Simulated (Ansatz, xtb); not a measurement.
**Two isomers of C4H10**

Structure X: `CC(C)C`, a singlet. Structure Y: `CCCC`, a singlet. Both are isolated molecules in the gas phase, relaxed with PBE0-D3(BJ)/def2-SVP; the shapes shown needn't be the lowest conformers.

X (Å):

```xyz
14

C    -1.5696   -2.2312   -0.6723
C    -1.6253   -0.7650   -0.2575
C    -0.9128   -0.5413    1.0719
C    -3.0637   -0.2621   -0.2030
H    -2.0529   -2.3933   -1.6486
H    -2.0889   -2.8665    0.0651
H    -0.5313   -2.5906   -0.7472
H    -1.0924   -0.1770   -1.0278
H    -0.9195    0.5218    1.3598
H     0.1370   -0.8713    1.0281
H    -1.4058   -1.1076    1.8802
H    -3.6440   -0.8176    0.5532
H    -3.1084    0.8057    0.0629
H    -3.5729   -0.3893   -1.1713
```

Y (Å):

```xyz
14

C    -1.4791   -2.2193   -1.0140
C    -0.9088   -0.9440   -0.4107
C    -1.5830   -0.5006    0.8856
C    -3.0488   -0.1202    0.7362
H    -2.5353   -2.1030   -1.3022
H    -1.4230   -3.0571   -0.2995
H    -0.9263   -2.5173   -1.9179
H    -0.9753   -0.1252   -1.1498
H     0.1684   -1.0859   -0.2187
H    -1.0272    0.3591    1.2973
H    -1.4861   -1.3061    1.6359
H    -3.4698    0.2356    1.6889
H    -3.6643   -0.9714    0.4062
H    -3.1771    0.6858   -0.0050
```

Energies in hartree; the thermal terms are from PBE0-D3(BJ)/def2-SVP harmonic frequencies (ideal gas, rigid rotor, one conformer each, 400 K, 1 atm) and include the zero-point energy:

```
                              X           Y
E, CCSD(T)/def2-SVP  −157.859597  −157.856260
    E, MP2/def2-SVP  −157.780168  −157.776492
  E, MP2/def2-TZVPP  −158.078057  −158.074111
  zero-point energy     0.131674     0.132291
       H(400 K) − E     0.142410     0.142963
       G(400 K) − E     0.093222     0.092767
```

**Question.** Correct the CCSD(T) difference for the basis set by the MP2 change, then work out ΔE, ΔE₀, ΔH and ΔG for X → Y in kcal/mol (1 Eh = 627.51 kcal/mol) and the equilibrium ratio [Y]/[X].

**Answer.** 1. Differences Y − X: CCSD(T) +0.003337, MP2 in the small set +0.003676, MP2 in the large set +0.003946 Eh.
2. ΔE = +0.003337 + (+0.003946 − (+0.003676)) = +0.003607 Eh = +2.26 kcal/mol.
3. ΔE₀ = ΔE + ΔZPE = +0.003607 + (+0.000617) Eh = +2.65 kcal/mol.
4. ΔH = ΔE + (+0.000553) Eh = +2.61 kcal/mol.
5. ΔG = ΔE + (−0.000455) Eh = +1.98 kcal/mol, so ΔS = (ΔH − ΔG)/T = +6.6 J/(mol K).
6. kT = 1.2667 mEh, so K = [Y]/[X] = exp(−ΔG/kT) = exp(−2.49) ≈ 0.083.

Structure X is favoured at this temperature. An error of 1 kcal/mol in ΔG would change K by a factor of 3.5. Mirror images and further conformers aren't counted.

As drawn, both hold the same kinds of bond in the same numbers. Structure X has 3 methyl groups, Y 2.

Other levels gave ΔE = +2.1 (GFN2-xTB); +0.9 (HF/STO-3G, GFN2-xTB geometries); +1.8 (r2SCAN-D4/def2-SVP, GFN2-xTB geometries); +1.5 (PBE0-D3(BJ)/def2-SVP); +1.3 (HF/def2-SVP); +2.3 (MP2/def2-SVP); +2.1 (CCSD(T)/def2-SVP) kcal/mol. The correlated steps freeze 4 core orbitals. Programs: Ansatz 0.2.0, xtb 6.7.1.
